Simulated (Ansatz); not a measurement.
Method: frozen-core CCSD(T)/cc-pVTZ // B3LYP-D3(BJ)/def2-TZVP in Ansatz (a quantum-chemistry and plane-wave program).

Ansatz 0.2 input:
```yaml
crystal:
  periodic: [false, false, false]
  atoms:
    - { symbol: Si, position_ang: [-0.000233, 0.000672, 0.341222] }
    - { symbol: H, position_ang: [-0.672346, 1.240544, -0.116652] }
    - { symbol: H, position_ang: [1.410832, -0.03827, -0.112697] }
    - { symbol: H, position_ang: [-0.738254, -1.202946, -0.111874] }
basis:
  gaussian: { orbitals: cc-pVTZ }
correlation:
  method: ccsd_t
magnetization:
  spin_polarized: true
  initial_magnetization: 1
```

Output:

```
Functional definition: HF
429 factors; integrals over basis functions are off by at most 8.0e-4 eV
mean field evaluation 1: about -7907.9931 eV, gradient 7.2e0 eV
mean field evaluation 2: about -7907.9964 eV, gradient 7.2e0 eV
mean field evaluation 4: about -7908.7185 eV, gradient 6.2e-1 eV
mean field evaluation 8: about -7908.7269 eV, gradient 1.8e-3 eV
mean field evaluation 16: about -7908.7269 eV, gradient 5.8e-6 eV
mean field -7908.72692496 eV, -290.6403537648 hartree, gradient 5.8e-6 eV, S^2 0.754961; 0 other end points of the search recorded, 0 dependent functions left out
5 core orbitals not correlated
reference -7908.72692496 eV, -290.6403537648 hartree; 4, 3 occupied and 67, 68 virtual orbitals, 429 factors
second order -3.17005024 eV of doubles, -0.00000000 eV of singles
cycle   1  -3.67799847 eV  change   -5.1e-1 eV  update   5.4e-2
cycle   2  -3.87512242 eV  change   -2.0e-1 eV  update   2.1e-2
cycle   3  -3.88263974 eV  change   -7.5e-3 eV  update   5.8e-3
cycle   4  -3.88207456 eV  change    5.7e-4 eV  update   1.9e-3
cycle   5  -3.88167772 eV  change    4.0e-4 eV  update   7.5e-4
cycle   6  -3.88176074 eV  change   -8.3e-5 eV  update   2.5e-4
cycle   7  -3.88184591 eV  change   -8.5e-5 eV  update   7.5e-5
cycle   8  -3.88184650 eV  change   -5.8e-7 eV  update   2.2e-5
cycle   9  -3.88184007 eV  change    6.4e-6 eV  update   6.8e-6
perturbative correction -0.09523119 eV, -0.0034996816 hartree
Total energy: -7912.70399622 eV, -290.7865084377 hartree
```

Cost: about 3 core-seconds (a rough figure).
